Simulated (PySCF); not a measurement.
Species: CH₇PSi.
Atom-mapped SMILES: `[CH3:1][SiH2:2][PH2:3]` (hydrogens: H4, H5, H6 on C1; H7, H8 on Si2; H9, H10 on P3)

Structure used (PBE0-D3(BJ)/def2-SVP), in Å, numbered top down from 1:
```xyz
10
CH7PSi angstrom
C     -1.5091   -0.4828   -0.1511
Si    -0.0224    0.6667   -0.1403
P      1.6981   -0.3665    0.9173
H     -2.3924    0.0258   -0.5670
H     -1.7501   -0.8140    0.8705
H     -1.3103   -1.3759   -0.7634
H      0.3303    1.0760   -1.5365
H     -0.3225    1.9070    0.6411
H      2.0036   -1.2141   -0.1925
H      2.6591    0.6221    0.5432
```

Method: core-valence-separated Tamm–Dancoff BHandHLYP/aug-pcX-1 (pcseg-1 on H, def2-SVPD on Si, def2-SVPD on P) in PySCF, non-relativistic, gas phase, PBE0-D3(BJ)/def2-SVP geometry. No empirical shift is added; at this level the pattern usually sits a few eV under experiment.

The lowest roots of each edge with f over 0.003 (five at most, numbered afresh; weaker and dark ones are left out), with transition dipoles (au) in the frame of the coordinates:

```csv
root,edge,E (eV),f,μx,μy,μz
1,C,285.90,0.0299,-0.0202,0.0603,-0.0147
2,C,286.05,0.0342,0.0275,-0.0062,-0.0639
3,C,286.15,0.0308,-0.0575,-0.0238,-0.0228
4,C,286.67,0.0075,-0.0248,-0.0213,-0.0018
```

Question: Molecules are fixed in this frame and the field points along (1, 1, 0)/√2. What effective strengths 3 f cos²θ do the roots have (θ between field and μ)?

Answer: root 1 (C1): 0.017, root 2 (C1): 0.005, root 3 (C1): 0.070, root 4 (C1): 0.022. Root 3 is the strongest. Averaged over all orientations cos²θ is 1/3, which gives f back.

One conformer stands for the species.
